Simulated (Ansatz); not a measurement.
**Cost against result**

Saddle point of Si2NH7, singlet (Si₂H₄ ([SiH][SiH3]) + NH₃ → Si₂NH₇ ([NH2][SiH2][SiH3]); bonds formed: Si1–H3; dative contacts that become bonds: Si1–N4; bonds broken: H3–N4), PBE0-D4/def2-TZVP structure:

| atom | x (Å) | y (Å) | z (Å) |
| --- | --- | --- | --- |
| Si1 | -0.9851 | -0.2302 | 0.1246 |
| Si2 | 1.0919 | -1.0856 | 0.8193 |
| H3 | -1.7606 | 0.2920 | -1.1967 |
| N4 | -0.7135 | 1.1753 | -1.1164 |
| H5 | -1.4831 | 0.5788 | 1.2813 |
| H6 | 0.9114 | -2.1013 | 1.8942 |
| H7 | 1.7846 | -1.7452 | -0.3234 |
| H8 | 1.9927 | -0.0089 | 1.3283 |
| H9 | -0.6718 | 2.1582 | -0.8712 |
| H10 | -0.1665 | 0.9670 | -1.9398 |

Barriers are electronic and count from the start structure reached by relaxing down the imaginary mode.

Ansatz 0.2.0; basis: as named in each row; cores frozen in the correlated methods. B3LYP uses VWN-RPA correlation. Extrapolation: Hartree–Fock as exp(−7.88 √X), correlation as X^−2.97.

Times are rough, for one single point on 2 threads of a shared host (Arm Neoverse V1).

The estimate by CCSD(T) at an estimated basis limit (MP2 extrapolated from triple and quadruple zeta, plus CCSD(T) − MP2 in triple zeta) is 38.76 kcal/mol.

```
      method       basis  time (s)  barrier (kcal/mol)  method less estimate
          HF      STO-3G   under 1               60.90                 22.14
      PBE-D4      STO-3G   under 1               27.17                -11.59
       SPW92    def2-SVP   under 1               31.33                 -7.43
    B3LYP-D4       6-31G   under 1               43.28                  4.52
      PBE-D4    def2-SVP         1               33.85                 -4.91
     PBE0-D4    def2-SVP         1               38.53                 -0.23
       SPW92  def2-TZVPP         2               30.11                 -8.65
     CCSD(T)    def2-SVP         2               43.29                  4.53
      PBE-D4  def2-TZVPP         2               32.75                 -6.02
     BLYP-D4  def2-TZVPP         2               34.33                 -4.44
    B3LYP-D4  def2-TZVPP         3               37.45                 -1.32
    BHLYP-D4  def2-TZVPP         3               42.50                  3.74
     PBE0-D4  def2-TZVPP         3               37.02                 -1.74
CAM-B3LYP-D4  def2-TZVPP         3               38.58                 -0.19
   r2SCAN-D4  def2-TZVPP         5               33.68                 -5.08
     wB97M-V    def2-SVP         6               41.40                  2.64
  r2SCAN0-D4  def2-TZVPP         6               37.47                 -1.29
  RPA on PBE  def2-TZVPP         6               39.06                  0.30
      B2PLYP  def2-TZVPP         6               37.52                 -1.25
    PBE-QIDH  def2-TZVPP         6               39.15                  0.38
     wB97X-V  def2-TZVPP        10               39.17                  0.40
      B97M-V  def2-TZVPP        12               37.54                 -1.22
     wB97M-V  def2-TZVPP        12               40.29                  1.53
         MP2  def2-QZVPP        25               37.26                 -1.51
     CCSD(T)  def2-TZVPP        64               39.85                  1.09
```

All methods are single points on the PBE0-D4 structures.

No T1 diagnostic of these runs exceeds 0.015. The restricted Hartree–Fock reference is unstable towards an unrestricted one at one or more of these structures.

Losses and insertions of silylenes and their heavier kin drive the gas-phase chemistry of silicon and germanium vapour deposition.

Labels in which every atom is bracketed show which atoms are joined, not bond orders.
